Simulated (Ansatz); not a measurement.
Basis-set extrapolation for AlCl₃ (PBE0-D4/def2-TZVP geometry, frozen core, Ansatz 0.2.0). Multiplicity 1, RHF reference.

```
                      cc-pV(T+d)Z   cc-pV(Q+d)Z
                 HF  -1620.723685  -1620.737148
    MP2 correlation     -0.626378     -0.691242
CCSD(T) correlation     -0.703448     -0.770265
```

Energies in hartree. Use E(X) = E(∞) + A·exp(−5.46·√X) for Hartree–Fock and E(X) = E(∞) + B·X^(−3.05) for correlation, with X = 3 and 4.

Question: What is the CCSD(T) energy at the basis-set limit?

Answer: HF limit: -1620.737148 + (-0.013463) × 0.30130 = -1620.74120. Correlation limit: -0.770265 + (-0.066817) × 0.71189 = -0.81783. Total: -1621.55903 hartree, 346.3 kJ/mol below CCSD(T)/cc-pV(T+d)Z.
